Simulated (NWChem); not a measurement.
# One shape, several levels: quartet CH3O

Wanted: a comparison of 4 runs (U-r2SCAN/def2-TZVPP, U-revPBE/def2-TZVPP, USVWN5/def2-TZVPP, UTPSS/def2-TZVPP) of quartet CH3O. 

The calculation is run with NWChem 7.3.0.

### 1 The structure to begin with

The species is CH3O (5 atoms), meant as a quartet with charge 0. SMILES of the parent species: `[CH2]O`. The shape is that of a PBE0-D4/def2-TZVP optimisation. This is one conformer, not always the lowest. That shape belongs to the parent species and isn't relaxed for this state.

Bond lengths: C1–O2 1.357 Å, C1–H3 1.080 Å, C1–H4 1.084 Å, O2–H5 0.960 Å. Angles: C1–O2–H5 109.6°, O2–C1–H3 113.9°, O2–C1–H4 119.2°, H3–C1–H4 121.2°.

### 2 The energy at U-r2SCAN/def2-TZVPP (run 1)

Contents of sp.nw:

```
START sp
TITLE "CH3O"
memory total 2200 mb
charge 0

GEOMETRY units angstrom noautosym nocenter noautoz
  C       -0.327200      -0.313600       0.020200
  O        0.269400       0.900700       0.120200
  H       -1.375200      -0.266500      -0.236200
  H        0.274300      -1.179600      -0.230000
  H        1.208500       0.785300       0.284400
END

BASIS "ao basis" spherical bse
  * library def2-TZVPP
END

DFT
  xc r2scan
  mult 4
  grid fine
  convergence energy 1e-08
  maxiter 100
  mulliken
  noprint "final vectors analysis"
END

TASK dft energy
```

On the command line:

```
nwchem sp.nw > sp.out
```

Standard output:

```text
[...]
          Wavefunction type:  spin polarized.
          No. of atoms     :     5
          No. of electrons :    17
[...]
          Charge           :     0
          Spin multiplicity:     4
[...]
          AO basis - number of functions:   104
[...]
              XC Information
              --------------
                      r^2SCAN Method XC Functional
               r^2SCAN metaGGA Exchange Functional  1.000
                     r^2SCAN Correlation Potential  1.000
[...]
 d= 0,ls=0.0,diis     1   -114.6529288457 -1.50D+02  5.39D-02  1.54D-01     4.6
[...]
 d= 0,ls=0.0,diis    15   -114.7387924812 -2.94D-09  3.22D-06  1.82D-09    57.5
[...]
         Total DFT energy =     -114.738792481250
      One electron energy =     -224.551615557574
           Coulomb energy =       89.322438033147
    Exchange-Corr. energy =      -14.954066050098
 Nuclear repulsion energy =       35.444451093276
[...]
      Total Density - Mulliken Population Analysis
     ---------------------------------------------
    Atom       Charge   Shell Charges
 -----------   ------   -------------------------------------------------------
    1 C    6     6.08   0.86  1.12  0.53  0.61  0.06  1.25  1.17  0.43  0.02  0.04  0.01
    2 O    8     7.48   0.80  1.17  0.64  0.95 -0.08  1.84  1.75  0.39  0.00  0.02  0.00
    3 H    1     0.87   0.26  0.46  0.10  0.01  0.03  0.00
    4 H    1     0.92   0.25  0.44  0.18  0.01  0.03  0.00
    5 H    1     1.65   0.24  0.46  0.92  0.03  0.00  0.01
[...]
      <S2> =      3.7580 (Exact =     3.7500)
[...]
```

Wall time 58 s (1 thread of Intel Xeon Platinum 8375C at 2.90GHz (Ice Lake), shared host); peak memory 0.12 GiB.

### 3 A single-point energy at U-revPBE/def2-TZVPP (run 2)

Contents of ch3o.nw:

```
start ch3o
memory 2200 mb
charge 0

geometry units angstrom noautosym nocenter noautoz
  C       -0.327200      -0.313600       0.020200
  O        0.269400       0.900700       0.120200
  H       -1.375200      -0.266500      -0.236200
  H        0.274300      -1.179600      -0.230000
  H        1.208500       0.785300       0.284400
end

basis "ao basis" spherical bse
  * library def2-TZVPP
end

dft
  xc revpbe cpbe96
  mult 4
  grid fine
  convergence energy 1e-08
  iterations 100
  mulliken
  noprint "final vectors analysis"
end

task dft energy
```

On the command line:

```
nwchem ch3o.nw > ch3o.out
```

Standard output:

```text
[...]
          Wavefunction type:  spin polarized.
          No. of atoms     :     5
          No. of electrons :    17
[...]
          Charge           :     0
          Spin multiplicity:     4
[...]
          AO basis - number of functions:   104
[...]
              XC Information
              --------------
                        RevPBE Exchange Functional  1.000
            Perdew 1991 LDA Correlation Functional  1.000 local
           PerdewBurkeErnz. Correlation Functional  1.000 non-local
[...]
 d= 0,ls=0.0,diis     1   -114.6830865596 -1.50D+02  6.83D-02  1.82D-01     3.5
[...]
 d= 0,ls=0.0,diis    14   -114.7675397622 -1.51D-09  4.91D-06  3.03D-09    45.0
[...]
         Total DFT energy =     -114.767539762160
      One electron energy =     -224.607581244772
           Coulomb energy =       89.351963463043
    Exchange-Corr. energy =      -14.956373073707
 Nuclear repulsion energy =       35.444451093276
[...]
      Total Density - Mulliken Population Analysis
     ---------------------------------------------
    Atom       Charge   Shell Charges
 -----------   ------   -------------------------------------------------------
    1 C    6     6.04   0.86  1.11  0.54  0.59  0.00  1.26  1.14  0.46  0.02  0.04  0.01
    2 O    8     7.53   0.80  1.17  0.64  0.94 -0.08  1.85  1.74  0.45  0.00  0.02  0.00
    3 H    1     0.88   0.26  0.45  0.12  0.01  0.04  0.00
    4 H    1     0.96   0.25  0.43  0.24  0.01  0.03  0.00
    5 H    1     1.59   0.24  0.43  0.88  0.03  0.01  0.01
[...]
      <S2> =      3.7538 (Exact =     3.7500)
[...]
```

Wall time 46 s (1 thread of Intel Xeon Platinum 8375C at 2.90GHz (Ice Lake), shared host); peak memory 0.12 GiB.

Run 3 isn't shown in full; the table further down has it.

### 4 The energy at UTPSS/def2-TZVPP (run 4)

Contents of ch3o.nw:

```
start ch3o
title "CH3O"
memory total 2200 mb
geometry units angstroms noautosym nocenter noautoz
  C     -0.327200    -0.313600     0.020200
  O      0.269400     0.900700     0.120200
  H     -1.375200    -0.266500    -0.236200
  H      0.274300    -1.179600    -0.230000
  H      1.208500     0.785300     0.284400
end
basis "ao basis" spherical bse
  * library def2-TZVPP
end
dft
  xc xtpss03 ctpss03
  mult 4
  grid fine
  convergence energy 1e-08
  iterations 100
  mulliken
end
task dft energy
```

On the command line:

```
nwchem ch3o.nw > ch3o.out
```

Standard output:

```text
[...]
          Wavefunction type:  spin polarized.
          No. of atoms     :     5
          No. of electrons :    17
[...]
          Charge           :     0
          Spin multiplicity:     4
[...]
          AO basis - number of functions:   104
[...]
              XC Information
              --------------
                  TPSS metaGGA Exchange Functional  1.000
             TPSS03 metaGGA Correlation Functional  1.000
[...]
 d= 0,ls=0.0,diis     1   -114.7267670467 -1.50D+02  6.55D-02  1.58D-01     5.3
[...]
 d= 0,ls=0.0,diis    14   -114.8142219141 -3.06D-09  3.91D-06  2.20D-09    52.8
[...]
         Total DFT energy =     -114.814221914138
      One electron energy =     -224.590060058371
           Coulomb energy =       89.358569150138
    Exchange-Corr. energy =      -15.027182099181
 Nuclear repulsion energy =       35.444451093276
[...]
      Total Density - Mulliken Population Analysis
     ---------------------------------------------
    Atom       Charge   Shell Charges
 -----------   ------   -------------------------------------------------------
    1 C    6     6.07   0.86  1.12  0.54  0.60  0.03  1.26  1.15  0.44  0.02  0.04  0.01
    2 O    8     7.50   0.80  1.18  0.64  0.95 -0.08  1.85  1.73  0.41  0.00  0.02  0.00
    3 H    1     0.88   0.26  0.46  0.10  0.01  0.03  0.00
    4 H    1     0.93   0.25  0.44  0.19  0.01  0.03  0.00
    5 H    1     1.62   0.24  0.43  0.92  0.03  0.00  0.01
[...]
      <S2> =      3.7550 (Exact =     3.7500)
[...]
```

Wall time 54 s (1 thread of Intel Xeon Platinum 8375C at 2.90GHz (Ice Lake), shared host); peak memory 0.11 GiB.

### 5 All runs side by side

| run | level | energy (Eh) | dipole moment (D) | ⟨S²⟩ | wall time |
| --- | --- | --- | --- | --- | --- |
| 1 | U-r2SCAN/def2-TZVPP | -114.738792 | 3.81 | 3.758 | 58 s |
| 2 | U-revPBE/def2-TZVPP | -114.767540 | 3.74 | 3.754 | 46 s |
| 3 | USVWN5/def2-TZVPP | -113.876883 | 3.49 | 3.752 | 24 s |
| 4 | UTPSS/def2-TZVPP | -114.814222 | 3.78 | 3.755 | 54 s |

### 6 Outcome

```
                                 quantity          value
                      run 4: total energy  -114.81422 Eh
                     run 4: dipole moment         3.78 D
run 4: HOMO energy (highest over α and β)       -1.18 eV
                              run 4: ⟨S²⟩          3.755
```

In words: The dipole moment (its size) runs from 3.49 D (USVWN5/def2-TZVPP) to 3.81 D (U-r2SCAN/def2-TZVPP). Totals of different functionals can't be ranked against each other. All runs together took 3 min, the longest 58 s.
